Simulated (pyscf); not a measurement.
NH₃ (SMILES N) + H₂N–Al(Cl)–Cl (SMILES [NH2][Al]([Cl])[Cl]) -> H₂N–Al(Cl)–Cl (SMILES [NH2][Al]([Cl])[Cl]) + NH₃ (SMILES N) (four-centre exchange; singlet surface; H–N, Al–N broken, Al–N, H–N formed). Optimised with ωB97X-D3(BJ)/def2-SVP in PySCF. Energies in kcal/mol from the separated reactants.

```tsv
level	barrier	reaction energy
ωB97X-D3(BJ)/def2-TZVP	-15.2	0.0
PBE/def2-TZVP	(withheld)	0.0
B3LYP-D3(BJ)/def2-TZVP	-13.8	0.0
PBE0-D3(BJ)/def2-TZVP	-16.8	0.0
M06-2X/def2-TZVP	(withheld)	0.0
ωB97M-D3(BJ)/def2-TZVP	-13.4	0.0
```

Task: What belongs in the gaps?

Result: 
- PBE/def2-TZVP, barrier: -15.4
- M06-2X/def2-TZVP, barrier: -15.4

On the reactant side the descent ends in an adduct with a Al–N contact, 35.0 kcal/mol under the separated species and 19.9 kcal/mol under the saddle at ωB97X-D3(BJ)/def2-TZVP. On the product side the descent ends in an adduct with a Al–N contact, 35.0 kcal/mol under the separated species and 19.9 kcal/mol under the saddle at ωB97X-D3(BJ)/def2-TZVP. At ωB97X-D3(BJ)/def2-TZVP, PBE, B3LYP-D3(BJ), PBE0-D3(BJ), M06-2X, ωB97M-D3(BJ) the saddle lies under the separated reactants, which points to a path from their complex (located at ωB97X-D3(BJ) alone). At ωB97X-D3(BJ)/def2-TZVP, PBE, B3LYP-D3(BJ), PBE0-D3(BJ), M06-2X, ωB97M-D3(BJ) the saddle lies under the separated products, which points to a path from their complex (located at ωB97X-D3(BJ) alone). What is counted as formed (Al–N) is already present as a longer contact in the reactant adduct; forming that adduct is a step of its own. What is counted as broken (Al–N) persists as a longer contact in the product adduct; parting that adduct is a step of its own. This is the saddle that the search found; another between the same sides may lie lower.
